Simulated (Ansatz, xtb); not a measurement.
## Ligand exchange: CH4 + SiH3Cl → SiH3(CH3) + HCl

Species: CH4 (methane) `C`, singlet; SiH3Cl `[SiH3]Cl`, singlet; SiH3(CH3) (methylsilane), singlet; HCl (hydrogen chloride), singlet. The partners trade H for SiH3: C–H and Cl–SiH3 bonds give way to C–SiH3 and Cl–H.

Shapes, held fixed at every level: PBE0-D4/def2-TZVP. Programs: Ansatz 0.2.0, xtb 6.7.1. The zero-point and thermal change to 298 K, harmonic and unscaled (PBE0-D4/def2-TZVP), is -7.6 kJ/mol.

```
               level                    kind  ΔH(298 K) (kJ/mol)  less CCSD(T)/CBS estimate
            GFN1-xTB          semi-empirical              +222.3                     +130.2
         HF/def2-SVP            Hartree–Fock               +99.3                       +7.2
r2SCAN-D4/def2-TZVPP                meta-GGA               +93.8                       +1.7
  PBE0-D4/def2-TZVPP           global hybrid               +90.3                       -1.8
  wB97X-V/def2-TZVPP  range-separated hybrid               +92.2                       +0.1
   B2PLYP/def2-TZVPP           double hybrid               +94.7                       +2.6
        MP2/def2-SVP     perturbation theory               +89.5                       -2.6
       CCSD/def2-SVP   coupled cluster or CI               +87.4                       -4.7
CCSD(T)/CBS estimate   coupled cluster or CI               +92.1                        0.0
```

The highest level, CCSD(T)/CBS estimate, gives ΔH(298 K) = +92.1 kJ/mol; the levels span +87.4 to +222.3. GFN1-xTB strays far from the other rows. The column of differences is taken from that level and isn't an error. No measured value is set beside it here. The CBS estimate extrapolates MP2 from def2-TZVPP and def2-QZVPP and adds CCSD(T) − MP2 in the triple-zeta set, cores frozen.
